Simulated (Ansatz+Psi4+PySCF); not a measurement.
A calculation with Ansatz (development build ahead of 0.2.0).

```yaml
crystal:
  periodic: [false, false, false]
  atoms:
    - { symbol: C, position_ang: [0.06256, 0.59393, 0.0] }
    - { symbol: O, position_ang: [0.06256, -0.59691, 0.0] }
    - { symbol: H, position_ang: [-0.87584, 1.21175, 0.0] }
basis:
  gaussian: { orbitals: cc-pVTZ }
magnetization:
  spin_polarized: true
  initial_magnetization: 1
hamiltonian:
  xc: hf
correlation:
  method: mp2
  frozen_orbitals: { C: 1, H: 0, O: 1 }
scf:
  omitted_lower_state_checks: [stability, starts, atomic_configurations, cluster_reference, orbital_swaps, given_window_search, neighbouring_geometries, increment]
```

The input is written out in the form of the current development build from the run's settings.

Output:

```json
{
 "Converged": "yes",
 "Reference energy": "-113.29055 hartree",
 "Correlation energy": "-0.36957 hartree",
 "Total energy": "-113.66012 hartree",
 "Spin squared of the determinant": "0.766",
 "Occupied orbitals by symmetry in an Abelian subgroup (alpha; beta)": "7 A' 1 A''; 6 A' 1 A''"
}
```
